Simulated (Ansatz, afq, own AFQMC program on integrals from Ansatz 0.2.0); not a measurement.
Where AFQMC and coupled cluster stand for C₂H₃, doublet

```xyz
5

C     0.1631    0.7678    1.4877
C    -0.4259   -0.0610    0.6599
H     1.0464    1.3513    1.1984
H    -0.2023    0.9185    2.5163
H    -1.2768   -0.7430    0.6634
```

Connectivity, by distances: CH2–CH.

Basis def2-SVP. Only valence electrons are correlated. Integrals, coupled cluster, full CI and functionals: Ansatz 0.2.0; the random walks run on the same integrals in our own AFQMC program. The CISD trial takes its coefficients from CCSD amplitudes. Released means that phaseless walkers are propagated on without the constraint, phases kept. Free AFQMC starts from the CCSD state and is never constrained. Its projection time is finite, and what remains of the start isn't in its error. Error bars are statistical, one sigma.

Determinant: ROHF, the one that the program's search chose, which needn't be the lowest solution. The geometry is a PBE0/def2-SVP stationary point of this or a neighbouring charge and spin state.

No full CI on the walks' own integrals is used here; CCSDTQ serves as the reference and is uncertain by about the last step of the cluster series.

Cautions: a spin-contaminated unrestricted determinant lies lower (UHF 234 meV lower, ⟨S²⟩ 0.97).

* T1 diagnostic: 0.0219
* weight of the determinant in the CISD state: 0.880
* size of the correlated space: 11 electrons in 41 orbitals

```
  level  correlation energy (eV)
    MP2                  -6.6835
   CCSD                  -7.5003
CCSD(T)                  -7.7542
```

(1) Estimate where free-projection AFQMC lies against CCSD(T) on the same integrals.

(1) 33.0 ± 3.3 meV below CCSD(T).

Reference: CCSDTQ, correlation energy -7.791 eV. The released energy is read at 2.40 1/Eh (meV from the phaseless value at times in 1/Eh: -2 ± 3 at 0.24, -2.3 ± 2.3 at 0.51, -7 ± 3 at 0.99, -8 ± 3 at 1.62, -8 ± 5 at 2.40).

| level | E − E(reference) (meV) | share of correlation (%) |
| --- | --- | --- |
| CCSD(T) | 36.4 | 99.53 |
| CCSDT | 13.5 | 99.83 |
| CCSDT(Q) | -0.7 | 100.01 |
| ph-AFQMC/HF | -51.1 ± 26.3 | 100.66 |
| ph-AFQMC/CISD | 7.3 ± 4.8 | 99.91 |
| released AFQMC | -0.7 ± 4.9 | 100.01 |
| free AFQMC | 3.4 ± 3.3 | 99.96 |

CCSDT and higher add their correlation energy to the determinant of the CCSD(T) run, since their own runs factorise the integrals more tightly (a shift of under 2 meV). Free projections are given only where their last times agree within the noise and don't stop above the reference; a slow remainder of the start can still hide under it. Released energies are given only where the last usable release times agree within the noise; a slower fall can still hide under it.
